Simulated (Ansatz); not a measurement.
A run of Ansatz (development build ahead of 0.2.0) on singlet C4H4O at this shape:

```yaml
atoms:
  - { symbol: O, position_ang: [1.0578, 0.0000, 0.0000] }
  - { symbol: C, position_ang: [0.3245, 0.9996, 0.0000] }
  - { symbol: C, position_ang: [-0.8817, 0.6581, 0.0000] }
  - { symbol: C, position_ang: [-0.8817, -0.6581, 0.0000] }
  - { symbol: C, position_ang: [0.3245, -0.9996, 0.0000] }
  - { symbol: H, position_ang: [0.7864, 1.8866, 0.0000] }
  - { symbol: H, position_ang: [-1.6747, 1.2687, 0.0000] }
  - { symbol: H, position_ang: [-1.6747, -1.2687, 0.0000] }
  - { symbol: H, position_ang: [0.7864, -1.8866, 0.0000] }
```

Its results:

| Property | Result |
| --- | --- |
| Converged | yes |
| Total energy | -228.64146 hartree |
| Spin squared of the determinant | 0.000 |

**Question.** Which input gives this output? Name the method, the orbitals and the basis set, and write the input.

**Answer.** RHF in def2-TZVP. An unrestricted run that stays on the closed shell gives the same numbers.

```yaml
crystal:
  periodic: [false, false, false]
  atoms:
    - { symbol: O, position_ang: [1.05781, 0.0, 0.0] }
    - { symbol: C, position_ang: [0.32454, 0.99955, 0.0] }
    - { symbol: C, position_ang: [-0.88168, 0.65811, 0.0] }
    - { symbol: C, position_ang: [-0.88168, -0.65811, 0.0] }
    - { symbol: C, position_ang: [0.32454, -0.99955, 0.0] }
    - { symbol: H, position_ang: [0.78638, 1.88662, 0.0] }
    - { symbol: H, position_ang: [-1.67475, 1.26865, 0.0] }
    - { symbol: H, position_ang: [-1.67475, -1.26865, 0.0] }
    - { symbol: H, position_ang: [0.78638, -1.88662, 0.0] }
basis:
  gaussian: { orbitals: def2-TZVP }
hamiltonian:
  xc: hf
```

Caution: no unrestricted run beside it, a lower state can exist.
